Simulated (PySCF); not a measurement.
## Argon: a sound run and one with changed settings

Sound run: Ar [Ar], Ar⁺ [Ne] 3s2 3p5. Calculation: PySCF 2.14, in aug-cc-pV(D+d)Z (5s4p3d, 32 functions); the non-relativistic Hamiltonian (point nucleus). The sound run starts from symmetry-adapted Hartree-Fock orbitals and uses a fine grid where one is needed.

Changed run: 6 angular points. This setting is unsound on purpose.

| species | method | sound run (hartree) | changed run (hartree) | converged |
| --- | --- | --- | --- | --- |
| Ar | UHF | -526.80097 | -526.80097 | yes |
| Ar | r2SCAN | -527.49635 | -527.49635 | yes |
| Ar | PBE | -527.32274 | -527.32274 | yes |
| Ar⁺ | UHF | -526.26171 | -526.26171 | yes |
| Ar⁺ | r2SCAN | -526.91290 | -527.03294 | yes |
| Ar⁺ | PBE | -526.74298 | -526.79134 | yes |

Ionisation energy of Ar:

```json
{"method": "UHF", "sound run (eV)": "14.674", "changed run (eV)": "14.674"}
{"method": "PBE", "sound run (eV)": "15.776", "changed run (eV)": "14.460"}
```

A coarse angular grid integrates products of high-l functions wrongly, so density functionals can shift, and the SCF can exploit the error; Hartree-Fock and MP2 need no grid.

For comparison, NIST gives 15.760 eV between the lowest levels.
